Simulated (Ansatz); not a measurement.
AlBH₆⁻, that is H2Al(BH4) with one electron more. Total charge -1; doublet. Geometry PBE0-D4/def2-TZVP, that of the neutral singlet; atoms count from 1.

```xyz
8

Al   -1.021    0.501   -0.039
H    -0.032   -0.624    0.874
B     0.920   -0.452    0.035
H     0.537    0.399   -0.841
H    -1.170    1.869    0.727
H    -2.134   -0.252   -0.859
H     1.079   -1.492   -0.532
H     1.822    0.052    0.636
```

The highest occupied level of the charge -1 doublet lies above zero (up to 1.83 eV). By energy differences it is unbound by 0.18 eV (vertical, to the charge 0 singlet, at PBE0-D4/def2-TZVPD) and held by the finite basis.

(1) Estimate the Mulliken populations from the PBE0/def2-TZVPD orbitals of Ansatz.

(2) Where does the spin sit?

(3) And the Mayer bond orders between bonded heavy atoms (over 0.3)?

Answers

(1) 
| atom | charge (e) | spin (α − β) |
| --- | --- | --- |
| Al1 | -0.96 | 0.88 |
| H2 | 0.10 | -0.07 |
| B3 | -0.01 | 0.33 |
| H4 | 0.10 | -0.07 |
| H5 | -0.04 | -0.03 |
| H6 | -0.05 | -0.03 |
| H7 | -0.07 | -0.01 |
| H8 | -0.07 | -0.01 |
Mulliken values and Mayer orders depend strongly on the basis. With diffuse functions, as here, like atoms can get unlike values, and bond orders can come out too low or too high.

(2) Summed by element: Al 0.88, H -0.22, B 0.33, of 1 unpaired in all. Largest on single atoms: Al1 0.88, B3 0.33, H2 -0.07.

(3) Al1–B3 0.51 (2.16 Å).
